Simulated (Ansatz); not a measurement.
Reaction: C3H6 (prop-1-ene, SMILES C=CC) → C3H5 (SMILES [CH]=CC, doublet) + H (doublet) (the C-H bond breaks)
Each species at its own B3LYP-D3(BJ)/def2-TZVP minimum (Ansatz, an electronic-structure program).

Quantity: bond dissociation energy (electronic), in kcal/mol. UHF or UKS for unpaired electrons; spin-orbit terms are left out. CBS(X,Y): correlation extrapolated as X^-3, Hartree-Fock from the larger set. A bracket is a step between two methods taken in the basis named. The functionals are non-relativistic, so their misses hold any scalar relativity. '+ core + X2C': CCSD(T) terms for core correlation (cc-pwCVTZ) and scalar relativity (cc-pVTZ-DK). Where a partner has so few electrons that a lower coupled-cluster level is exact, that level stands in. The UHF reference of C3H5 ([CH]=CC, doublet) is spin-contaminated (<S^2> up to 0.18 over the pure value in the sets run).

CCSD(T)/CBS(cc-pVTZ,cc-pVQZ) + [CCSDT(Q) - CCSD(T)]/cc-pVDZ + core + X2C (Ansatz) gives 118.6 kcal/mol.

### Question
How far off this value is PBE/def2-TZVPD (Ansatz), in which direction, and which of these levels come nearer: B3LYP/def2-TZVPD, CCSD(T)/CBS(cc-pVTZ,cc-pVQZ) + core + X2C?

### Answer
PBE gives 114.0 kcal/mol, 4.6 kcal/mol below it. Differences of the others: B3LYP/def2-TZVPD (Ansatz) -2.5; CCSD(T)/CBS(cc-pVTZ,cc-pVQZ) + core + X2C (Ansatz) 0.4 kcal/mol. Nearer than PBE: B3LYP/def2-TZVPD, CCSD(T)/CBS(cc-pVTZ,cc-pVQZ) + core + X2C.
